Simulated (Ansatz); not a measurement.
Atomisation energy: 9 cases among radicals of organics with nitrogen, in kcal/mol, species as SMILES. Terms: non-relativistic; no dispersion term unless named; valence correlation only; six Cartesian d functions in 6-31G* and its kin unless marked 5d; 6-311+G** with 5d; open shells spin-unrestricted; spin-orbit terms left out; atomisation electronic, to ground-state atoms. Basis-set limits of correlation are two-point, X^-3; Hartree-Fock from the larger set. The bracket is a focal-point correction in the basis named. First-principles rows: single points at B3LYP-D3(BJ) geometries (Ansatz, a first-principles code). A UHF reference is markedly spin-contaminated in at least one set, which strains HF and MP2.

Coupled cluster (Ansatz) is a level with limits of its own, used here on species with T1 under 0.025 (0.045 for open shells) and stable references: (a) RI-MP2/CBS(aug-cc-pVTZ,aug-cc-pVQZ)+[CCSD(T)-MP2]/aug-cc-pVTZ; (b) RI-MP2/CBS(cc-pVTZ,cc-pVQZ)+[CCSD(T)-MP2]/cc-pVTZ; (c) CCSD(T)/CBS(cc-pVTZ,cc-pVQZ).

| species | atoms | coupled cluster | difference of HF/6-31G* (Ansatz) | difference of PBE/6-31G* (Ansatz) | difference of B3LYP/6-311+G** (Ansatz) | difference of MP2/STO-3G (Ansatz) | difference of B3LYP/def2-TZVPD (Ansatz) | difference of wB97M-V/def2-TZVPD (Ansatz) |
|---|---|---|---|---|---|---|---|---|
| [NH]C=O | 5 | 443.1 (a) | -167.7 | 24.5 | 0.6 | -118.0 | 5.2 | 4.4 |
| [CH2]N (CH4N) | 6 | 481.7 (a) | -151.3 | 7.4 | 2.2 | -53.3 | 4.5 | 2.5 |
| [CH2]C(=O)N | 8 | 760.4 (b) | -242.9 | 29.0 | -2.0 | -130.5 | 3.2 | 5.2 |
| [NH]CC | 9 | 769.3 (b) | -209.7 | 17.4 | -1.0 | -16.4 | 2.6 | 3.1 |
| [CH2]NC | 9 | 769.7 (b) | -219.0 | 17.1 | 0.0 | -35.3 | 3.6 | 3.7 |
| C[CH]N | 9 | 778.2 (b) | -220.0 | 15.5 | -0.3 | -38.7 | 3.1 | 3.6 |
| C[N]C | 9 | 767.3 (b) | -208.5 | 21.1 | 0.3 | -13.2 | 4.2 | 4.0 |
| C1(CC[CH]1)N | 13 | 1207.8 (b) | -334.0 | 32.3 | -9.6 | -23.7 | -4.0 | 5.7 |
| C(N)[C](C)C | 15 | 1361.6 (c) | -357.2 | 28.9 | -7.4 | -10.6 | -2.1 | 5.3 |

| level | cases | mean signed difference | mean absolute difference | median absolute difference | largest absolute difference |
|---|---|---|---|---|---|
| HF/6-31G* (Ansatz) | 9 | -234.48 | 234.48 | 219.00 | 357.2 |
| PBE/6-31G* (Ansatz) | 9 | 21.47 | 21.47 | 21.10 | 32.3 |
| B3LYP/6-311+G** (Ansatz) | 9 | -1.91 | 2.60 | 1.00 | 9.6 |
| MP2/STO-3G (Ansatz) | 9 | -48.86 | 48.86 | 35.30 | 130.5 |
| B3LYP/def2-TZVPD (Ansatz) | 9 | 2.26 | 3.61 | 3.60 | 5.2 |
| wB97M-V/def2-TZVPD (Ansatz) | 9 | 4.17 | 4.17 | 4.00 | 5.7 |

HF/6-31G* lies above in 0 of 9 cases and within 2 kcal/mol in 0; mean signed difference -234.48 kcal/mol, mean absolute 234.48 kcal/mol (202.73 over the 7 cases of up to 9 atoms, 345.60 over the larger). These figures hold for the species listed. A straight line through its differences against the number of atoms has a slope of -21.18 kcal/mol an atom.

How the rows were picked: cases drawn at random among the computed members of the class with clean coupled-cluster diagnostics. The batch they came from held 27 cases of this property in the class: 0 with a tabulated value, 15 with clean coupled cluster alone, 12 with neither, which enter no statistics. The levels are drawn from those run on every case listed, the commonest habits more often. No case is left out for the size of its miss. Left out are saddle points of the reference geometry, anions that the best level run finds unbound, excited spin states, species near biochemistry, 298 K rows of species without real B3LYP wavenumbers, cases with under five habitual levels, runs that failed or that the program found above a lower state of the same kind, table entries that another table contradicts, and a share of species set aside by lot.
